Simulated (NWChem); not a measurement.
Species: BF$_{3}$; SMILES FB(F)F

```xyz
4

B      0.0000     0.0000    -0.0023
F     -0.3458    -1.2639     0.0003
F     -0.9217     0.9315     0.0003
F      1.2675     0.3325     0.0003
```
Atoms are numbered in this order, from 1.

Structure relaxed at the PBE0/def2-SVP level.

 States above −ε(HOMO) = 10.2 eV lie in this functional's continuum and hang on the basis.

Problem. List the 4 lowest vertical singlet excitations from PBE/def2-SVPD, TDA (NWChem).

Solution. 
| state | energy (eV) | oscillator strength | leading excitation (squared amplitude) |
|---|---|---|---|
| S1 | 9.54 | 0.000 | HOMO → LUMO (1.00) |
| S2 | 9.75 | 0.000 | HOMO → LUMO+1 (1.00) |
| S3 | 10.50 | 0.000 | HOMO−1 → LUMO (0.99) |
| S4 | 10.50 | 0.000 | HOMO−2 → LUMO (0.99) |
